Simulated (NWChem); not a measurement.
A series in which one site is exchanged, each optimised at PBE0/def2-SVP with NWChem, gas phase unless a solvent is named. Some are not confirmed as minima by frequencies. def2 effective core potentials on In, La; no spin-orbit coupling.

A: [F][Ga]([F])[F] (GaF$_{3}$; site = Ga)
B: [La]([F])([F])[F] (LaF₃; site = La)
C: [F][In]([F])[F] (InF$_{3}$; site = In)
D: FN(F)F (NF$_{3}$; site = N)

```
quantity                                               A     B     C      D
--------------------------------------------------  ----  ----  ----  -----
dipole (D), PBE0/def2-SVP                           0.00  0.00  0.00   0.06
orbital gap (eV), PBE0/def2-SVP                        ?  7.46  7.49  11.23
static polarisability, PBE/def2-SVPD (bohr³)           ?  39.2  33.2   18.8
lowest singlet excitation, PBE/def2-SVPD, TDA (eV)     ?  5.24  4.92   8.04
```

Task: Fill in the missing entries.

Result: 
- orbital gap (eV), PBE0/def2-SVP, A: 9.22
- static polarisability, PBE/def2-SVPD (bohr³), A: 26.3
- lowest singlet excitation, PBE/def2-SVPD, TDA (eV), A: 6.35
